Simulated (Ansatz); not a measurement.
Geometry optimisation, Ansatz, UKS PBE0-D4/6-31G*.

input.yaml

```yaml
crystal:
  periodic: [false, false, false]
  atoms:
    - { symbol: F, position_ang: [1.46987, 0.00583, -1.21365] }
    - { symbol: C, position_ang: [0.21308, -0.4323, -0.90132] }
    - { symbol: C, position_ang: [-0.39805, -0.19681, 0.22362] }
    - { symbol: S, position_ang: [-0.0178, 0.34092, 1.77356] }
    - { symbol: H, position_ang: [-0.23671, -0.93862, -1.74367] }
    - { symbol: H, position_ang: [-1.03038, 1.22098, 1.86145] }
magnetization:
  spin_polarized: true
  initial_magnetization: 1
basis:
  gaussian: { orbitals: "6-31G*" }
hamiltonian:
  xc: pbe0
  dispersion: d4
relax:
  f_tol: 0.02
  max_steps: 50
output:
  orbitals: {}
```

Launched with:

```bash
$ ansatz run input.yaml --threads 2 --pin off --max-ram 3072MiB --backend cpu --events-out ev --progress --plain --runs-dir out
```

**Question.** Where does it end, and by what steps?

**Answer.** The forces met the threshold. After 7 steps the energy has fallen by 0.030 eV; H6 moved furthest, 0.10 Å.

```
step  energy less start (eV)  largest force component (eV/Å)  accepted
   0                  0.0000                           0.924       yes
   1                 -0.0028                           0.643       yes
   2                 -0.0234                           0.411       yes
   3                 -0.0268                           0.216       yes
   4                 -0.0288                           0.085       yes
   5                 -0.0296                           0.085       yes
   6                 -0.0302                           0.044       yes
   7                 -0.0302                           0.004       yes
```

```xyz
6
Properties=species:S:1:pos:R:3
F 1.432 0.065 -1.166
C 0.205 -0.428 -0.916
C -0.438 -0.256 0.220
S -0.039 0.304 1.767
H -0.199 -0.971 -1.766
H -0.961 1.287 1.862
```

The run took 19 s on 2 threads of Arm Neoverse V1, on a shared host, peak memory 0.16 GiB.
